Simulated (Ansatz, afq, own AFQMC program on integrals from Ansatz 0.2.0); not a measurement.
# Where AFQMC and coupled cluster stand for H2O⁻, doublet

```xyz
3

O     0.0000   -0.0407    0.0000
H     0.0000    0.3230    0.9071
H     0.0000    0.3230   -0.9071
```

Basis aug-cc-pVDZ. Only valence electrons are correlated. Integrals, coupled cluster, full CI and functionals: Ansatz 0.2.0; the random walks run on the same integrals in our own AFQMC program. The CISD trial takes its coefficients from CCSD amplitudes. Released means that phaseless walkers are propagated on without the constraint, phases kept. Uncertainties: one standard error, sampling alone.

Determinant: UHF, the one that the program's search chose, which needn't be the lowest solution. The geometry is a point of a scan.

No full CI on the walks' own integrals is used here; CCSDT(Q) serves as the reference and is uncertain by about the last step of the cluster series.

The T1 diagnostic is 0.0204, the weight of the determinant in the CISD state is 0.926 and the ⟨S²⟩ of the determinant is 0.750. The size of the correlated space is 9 electrons in 40 orbitals.

```
  level  correlation energy (eV)
    MP2                  -6.2083
   CCSD                  -6.4120
CCSD(T)                  -6.5841
```

(1) Estimate where AFQMC with the constraint released lies against CCSD(T) on the same integrals.

(1) 0.56 ± 0.64 mEh below CCSD(T). The gap is under twice the noise, so this walk alone can't tell the two apart.

Reference: CCSDT(Q), correlation energy -6.608 eV. The released energy is read at 1.62 1/Eh, later times being too noisy (meV from the phaseless value at times in 1/Eh: 6 ± 13 at 0.24, -17 ± 14 at 0.51, 18 ± 10 at 0.99, 5 ± 17 at 1.62, 11 ± 20 at 2.40).

```json
{"level": "CCSD(T)", "E − E(reference) (mEh)": "0.86", "share of correlation (%)": "99.64"}
{"level": "CCSDT", "E − E(reference) (mEh)": "0.55", "share of correlation (%)": "99.77"}
{"level": "ph-AFQMC/CISD", "E − E(reference) (mEh)": "0.12 ± 0.33", "share of correlation (%)": "99.95"}
{"level": "released AFQMC", "E − E(reference) (mEh)": "0.31 ± 0.64", "share of correlation (%)": "99.87"}
```

A walk keeps the symmetry of its determinant, which the program's search chose and which needn't be the lowest solution, so a lower state of the same spin and another symmetry isn't excluded. Released energies are given only where the last usable release times agree within the noise; a slower fall can still hide under it.
